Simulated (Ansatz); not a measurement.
## Caesium, bcc: convergence with the k-point mesh

Computed with Ansatz, LDA, scalar-relativistic PAW, on the relaxed cell (a = 5.768 Å; spin not included). Errors count from a run at 420 eV on a Γ-centred 13×13×13 mesh with Fermi-Dirac smearing of 0.1 eV, extrapolated to zero width. Fixed here: cutoff 420 eV, Fermi-Dirac width 0.1 eV. The SCF starts from atomic densities corrected by a trained network.

```tsv
k-mesh	E(σ→0) error (meV/atom)	P (GPa)	SCF iterations
1×1×1	-700.4	1.78	6
2×2×2	45.9	-0.91	6
3×3×3	-87.6	-0.10	6
4×4×4	37.7	-0.02	6
5×5×5	-9.4	-0.01	6
6×6×6	8.2	0.00	6
8×8×8	2.5	-0.01	6
11×11×11	-0.4	-0.01	6
```

Within 5 meV/atom of the last row: from 8×8×8 on.
